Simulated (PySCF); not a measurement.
# CS, singlet: cost against accuracy

Geometry (MP2(full)/6-31G*, from the G2/97 set):

```json
{"atom": "C", "x (Å)": "0.0000", "y (Å)": "0.0000", "z (Å)": "0.0000"}
{"atom": "S", "x (Å)": "0.0000", "y (Å)": "0.0000", "z (Å)": "1.5447"}
```

Measured, as an electronic atomization energy: 716.9 kJ/mol (G2/97 heats of formation of molecule and atoms, with zero-point and thermal terms from B3LYP taken off; Curtiss et al., J. Chem. Phys. 106, 1063 (1997), Staroverov et al., J. Chem. Phys. 119, 12129 (2003)). The measured value holds scalar relativity and spin–orbit coupling, which all computed ones lack, and core correlation, which the wave-function levels lack. Atoms are taken at the same level; beside RHF, RMP2 and RCC rows they are unrestricted. PySCF 2.14.0; the 6-31G* set has Cartesian d functions; a miss is computed less measured; times are wall times on shared hosts and scatter by a factor of two or so; they hold the correlated step alone (with one SCF for RCCSD(T)), and functionals start from a converged Hartree–Fock density. B3LYP has the VWN-RPA form, and B2PLYP's MP2 part freezes the cores. A small miss in a small set is a cancellation of the method's error against the basis error.

```json
{"level": "RMP2", "basis": "STO-3G", "miss (kJ/mol)": "-43.6", "time of the run": "–", "hardware": "–"}
{"level": "RCCSD(T)", "basis": "STO-3G", "miss (kJ/mol)": "-46.6", "time of the run": "0.16 s", "hardware": "1 CPU thread"}
{"level": "RCCSDT(Q)", "basis": "STO-3G", "miss (kJ/mol)": "-44.0", "time of the run": "0.36 s", "hardware": "1 CPU thread"}
{"level": "PBE", "basis": "STO-3G", "miss (kJ/mol)": "132.6", "time of the run": "0.52 s", "hardware": "1 CPU thread"}
{"level": "B3LYP", "basis": "STO-3G", "miss (kJ/mol)": "40.2", "time of the run": "0.51 s", "hardware": "1 CPU thread"}
{"level": "B2PLYP", "basis": "STO-3G", "miss (kJ/mol)": "8.0", "time of the run": "0.47 s", "hardware": "1 CPU thread"}
{"level": "RMP2", "basis": "6-31G", "miss (kJ/mol)": "-197.9", "time of the run": "–", "hardware": "–"}
{"level": "RCCSD(T)", "basis": "6-31G", "miss (kJ/mol)": "-211.5", "time of the run": "0.23 s", "hardware": "1 CPU thread"}
{"level": "RCCSDT(Q)", "basis": "6-31G", "miss (kJ/mol)": "-208.9", "time of the run": "1.8 s", "hardware": "1 CPU thread"}
{"level": "full CI", "basis": "6-31G", "miss (kJ/mol)": "-208.6", "time of the run": "1.9 min", "hardware": "1 CPU thread"}
{"level": "PBE", "basis": "6-31G", "miss (kJ/mol)": "-79.4", "time of the run": "0.77 s", "hardware": "1 CPU thread"}
{"level": "r2SCAN", "basis": "6-31G", "miss (kJ/mol)": "-129.2", "time of the run": "1.2 s", "hardware": "1 CPU thread"}
{"level": "B3LYP", "basis": "6-31G", "miss (kJ/mol)": "-148.7", "time of the run": "0.83 s", "hardware": "1 CPU thread"}
{"level": "wB97M-V", "basis": "6-31G", "miss (kJ/mol)": "-138.2", "time of the run": "5.7 s", "hardware": "1 CPU thread"}
{"level": "B2PLYP", "basis": "6-31G", "miss (kJ/mol)": "-164.7", "time of the run": "0.74 s", "hardware": "1 CPU thread"}
{"level": "RHF", "basis": "6-31G*", "miss (kJ/mol)": "-331.5", "time of the run": "–", "hardware": "–"}
{"level": "RMP2", "basis": "6-31G*", "miss (kJ/mol)": "-44.0", "time of the run": "–", "hardware": "–"}
{"level": "PBE", "basis": "6-31G*", "miss (kJ/mol)": "19.5", "time of the run": "1.1 s", "hardware": "1 CPU thread"}
{"level": "r2SCAN", "basis": "6-31G*", "miss (kJ/mol)": "-26.1", "time of the run": "1.8 s", "hardware": "1 CPU thread"}
{"level": "wB97M-V", "basis": "6-31G*", "miss (kJ/mol)": "-16.1", "time of the run": "6.5 s", "hardware": "1 CPU thread"}
{"level": "B2PLYP", "basis": "6-31G*", "miss (kJ/mol)": "-38.6", "time of the run": "1.1 s", "hardware": "1 CPU thread"}
{"level": "RHF", "basis": "cc-pV(D+d)Z", "miss (kJ/mol)": "-322.3", "time of the run": "–", "hardware": "–"}
{"level": "RMP2", "basis": "cc-pV(D+d)Z", "miss (kJ/mol)": "-38.9", "time of the run": "–", "hardware": "–"}
{"level": "RCCSD(T)", "basis": "cc-pV(D+d)Z", "miss (kJ/mol)": "-66.6", "time of the run": "0.5 s", "hardware": "1 CPU thread"}
{"level": "RCCSDT(Q)", "basis": "cc-pV(D+d)Z", "miss (kJ/mol)": "-63.7", "time of the run": "30 s", "hardware": "1 CPU thread"}
{"level": "r2SCAN", "basis": "cc-pV(D+d)Z", "miss (kJ/mol)": "-19.0", "time of the run": "2 s", "hardware": "1 CPU thread"}
{"level": "B3LYP", "basis": "cc-pV(D+d)Z", "miss (kJ/mol)": "-30.7", "time of the run": "1.3 s", "hardware": "1 CPU thread"}
{"level": "wB97M-V", "basis": "cc-pV(D+d)Z", "miss (kJ/mol)": "-5.8", "time of the run": "6.7 s", "hardware": "1 CPU thread"}
{"level": "B2PLYP", "basis": "cc-pV(D+d)Z", "miss (kJ/mol)": "-31.6", "time of the run": "1.2 s", "hardware": "1 CPU thread"}
{"level": "RMP2", "basis": "cc-pV(T+d)Z", "miss (kJ/mol)": "0.3", "time of the run": "–", "hardware": "–"}
{"level": "RCCSD(T)", "basis": "cc-pV(T+d)Z", "miss (kJ/mol)": "-33.0", "time of the run": "4 s", "hardware": "1 CPU thread"}
{"level": "PBE", "basis": "cc-pV(T+d)Z", "miss (kJ/mol)": "33.1", "time of the run": "2.5 s", "hardware": "1 CPU thread"}
{"level": "B2PLYP", "basis": "cc-pV(T+d)Z", "miss (kJ/mol)": "-14.3", "time of the run": "2.8 s", "hardware": "1 CPU thread"}
{"level": "RMP2", "basis": "cc-pV(Q+d)Z", "miss (kJ/mol)": "18.9", "time of the run": "–", "hardware": "–"}
{"level": "RCCSD(T)", "basis": "cc-pV(Q+d)Z", "miss (kJ/mol)": "-15.4", "time of the run": "47 s", "hardware": "1 CPU thread"}
{"level": "PBE", "basis": "cc-pV(Q+d)Z", "miss (kJ/mol)": "34.7", "time of the run": "19 s", "hardware": "1 CPU thread"}
{"level": "r2SCAN", "basis": "cc-pV(Q+d)Z", "miss (kJ/mol)": "-10.6", "time of the run": "26 s", "hardware": "1 CPU thread"}
{"level": "B3LYP", "basis": "cc-pV(Q+d)Z", "miss (kJ/mol)": "-21.2", "time of the run": "19 s", "hardware": "1 CPU thread"}
{"level": "wB97M-V", "basis": "cc-pV(Q+d)Z", "miss (kJ/mol)": "1.0", "time of the run": "45 s", "hardware": "1 CPU thread"}
{"level": "B2PLYP", "basis": "cc-pV(Q+d)Z", "miss (kJ/mol)": "-7.3", "time of the run": "8.6 s", "hardware": "1 CPU thread"}
```

A dash: the level came out of a higher level's run.

A composite of the best parts (restricted reference, at this geometry, which isn't the minimum of the high levels):

| part | kJ/mol |
| --- | --- |
| Hartree–Fock limit (T, Q; exp(−5.46 √X)) | 405.62 |
| CCSD(T) correlation limit (T, Q; X⁻³) | 307.94 |
| CCSDT − CCSD(T) (TZ) | -1.76 |
| (Q) (DZ) | 2.49 |
| sum | 714.3 |
| sum less measured | -2.6 |
